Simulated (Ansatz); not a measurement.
Density of states of ZrRh3 (Pm-3m, a = 3.930 Å, b = 3.930 Å, c = 3.930 Å, α = 90.00°, β = 90.00°, γ = 90.00°), in states per eV and primitive cell, averaged over bins of 0.5 eV. Computed with DFT r2SCAN, scalar-relativistic, plane waves, PAW in Ansatz.

Settings: cutoff 500 eV, Γ-centred mesh 12×12×12 on the computed 4-atom cell, Gaussian smearing of 0.10 eV; no spin polarisation.

The cell is relaxed at this level. The states (both spins) are summed by tetrahedra on a 18×18×18 mesh at the self-consistent density. Energies are bin centres; the table starts no lower than −8 eV and ends at 6 eV, or lower where the solved bands end.

It is a metal at this level.

```
E − E_F (eV) total Rh 4d Zr 4d Rh 5s Zr 5s
       -6.90   0.12   0.00   0.00   0.07   0.04
       -6.40   0.24   0.00   0.00   0.15   0.07
       -5.90   0.38   0.02   0.01   0.23   0.09
       -5.40   1.36   0.60   0.19   0.40   0.13
       -4.90   4.96   3.20   0.66   0.82   0.19
       -4.40   7.79   5.85   0.93   0.62   0.29
       -3.90   5.58   4.64   0.52   0.23   0.10
       -3.40   5.40   4.65   0.48   0.13   0.03
       -2.90   4.91   4.25   0.35   0.18   0.04
       -2.40   5.50   4.64   0.38   0.32   0.04
       -1.90   8.99   7.73   0.77   0.31   0.04
       -1.40   6.62   5.64   0.56   0.26   0.02
       -0.90   5.06   4.41   0.33   0.14   0.04
       -0.40   4.08   3.14   0.44   0.16   0.20
        0.10   2.95   1.91   0.51   0.14   0.24
        0.60   2.92   2.45   0.21   0.08   0.09
        1.10   0.86   0.66   0.08   0.03   0.04
        1.60   0.16   0.02   0.06   0.02   0.02
        2.10   1.53   0.37   0.87   0.11   0.01
        2.60   6.52   1.79   3.85   0.48   0.01
        3.10   5.50   1.92   2.80   0.59   0.01
        3.60   2.08   0.40   1.27   0.22   0.06
        4.10   1.69   0.26   1.03   0.23   0.06
        4.60   1.60   0.24   0.93   0.22   0.05
        5.10   1.12   0.18   0.61   0.15   0.02
        5.60   0.57   0.06   0.22   0.08   0.02
```

The columns after the total are the main Löwdin projections on the occupied valence shells of the potentials; 3 others are left out. The rest of the total lies in those, in shells that are empty in the free atom, which aren't projected, and between the atoms.